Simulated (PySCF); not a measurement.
# Si2 (triplet): the SCF solver's settings

Aim: find out which solver settings change the answer for Si2 (triplet).

Method: method and basis as typed in the scripts; program: PySCF 2.14.0.

2 further runs of the same task are left out: 2 that didn't finish.

## (1) Starting geometry

Si2 (triplet): 2 atoms, charge 0, spin multiplicity 3.

Bond lengths: Si1–Si2 2.007 Å.

## (2) The base run

File input.py:

```python
from pyscf import gto, dft

mol = gto.M(
    atom='Si 0 0 0; Si 0 0 2.007',
    basis='sbkjc',
    ecp={'Si': 'sbkjc'},
    charge=0,
    spin=2,
    verbose=4,
)
mf = dft.UKS(mol, xc='x3lyp')
mf = mf.density_fit(auxbasis='def2-universal-jkfit')
mf.kernel()
mf.mulliken_pop()
mf.dip_moment()
print('orbital energies (hartree):', [e[max(0, n-3):n+3].round(4) for e, n in zip(mf.mo_energy, mol.nelec)])
```

Command:

```bash
OMP_NUM_THREADS=1 python input.py
```

Its log is not repeated here.

Base result: E(SCF) = -7.550014 Eh, 7 cycles, ⟨S²⟩ = 2.003, μ = 0.00 D.

The bond length is a typed value, not an optimised one. The triplet is typed in the script; nothing here shows that it is the ground state.

## (3) Level shift 0.3 hartree

Edit 1 changes level shift: none → 0.3 hartree.

File input.py:

```python
from pyscf import gto, dft

mol = gto.M(
    atom='Si 0 0 0; Si 0 0 2.007',
    basis='sbkjc',
    ecp={'Si': 'sbkjc'},
    charge=0,
    spin=2,
    verbose=4,
)
mf = dft.UKS(mol, xc='x3lyp')
mf = mf.density_fit(auxbasis='def2-universal-jkfit')
mf.level_shift = 0.3
mf.kernel()
mf.mulliken_pop()
mf.dip_moment()
print('orbital energies (hartree):', [e[max(0, n-3):n+3].round(4) for e, n in zip(mf.mo_energy, mol.nelec)])
```

Command:

```bash
OMP_NUM_THREADS=1 python input.py
```

## (4) Convergence threshold 1e-07 hartree

Edit 2 changes convergence threshold: default → 1e-07 hartree.

Edit input.py of step 2 so:

```diff
@@ -12,2 +12,3 @@
 mf = mf.density_fit(auxbasis='def2-universal-jkfit')
+mf.conv_tol = 1e-07
 mf.kernel()
```

## (5) Damping 0.2

Edit 3 changes damping: none → 0.2.

Edit input.py of step 2 so:

```diff
@@ -12,2 +12,4 @@
 mf = mf.density_fit(auxbasis='def2-universal-jkfit')
+mf.damp = 0.2
+mf.diis_start_cycle = 8
 mf.kernel()
```

**Question.** What will these runs give? Wanted: for each run, E(SCF); from base; gap, α spin.

As calculated:

```
                                run  E(SCF) (hartree)  from base (eV)  cycles  gap, α spin (eV)
                               base         -7.550014               0       7              4.28
            level shift 0.3 hartree         -7.550014          0.0000      11              4.28
convergence threshold 1e-07 hartree         -7.550014          0.0000       6              4.28
                        damping 0.2         -7.550014          0.0000       9              4.28
```

Distance from each run's final energy (log10 hartree) by cycle:

```
                                run  cycle 1  cycle 2  cycle 3  cycle 5  cycle 8  cycle 12
                               base     -1.5     -2.5     -5.0     -8.5     done      done
            level shift 0.3 hartree     -2.2     -3.1     -3.7     -5.2     -7.4      done
convergence threshold 1e-07 hartree     -1.5     -2.5     -5.0     -8.5     done      done
                        damping 0.2     -1.5     -3.2     -4.6     -6.5     -9.6      done
```

With level shift 0.3 hartree or convergence threshold 1e-07 hartree or damping 0.2 the SCF ends at the base energy. The base needs 7 cycles and the run with level shift 0.3 hartree needs 11.
